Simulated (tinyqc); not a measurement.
UHF in the sto-6g basis, for CH2, spin multiplicity 3, step by step. One step of it, computed by the program tinyqc.

Task: Iteration 2: DIIS coefficients. Solve [B -1; -1 0][c; lambda] = [0; -1] for the coefficients, which sum to one.

B (overlaps of the stored error matrices):
```
                1               2
1   1.7039466e-01  -1.4361055e-01
2  -1.4361055e-01   7.5026127e-01
```

Give: DIIS coefficients.

Result:

DIIS coefficients: 0.7400  0.2600
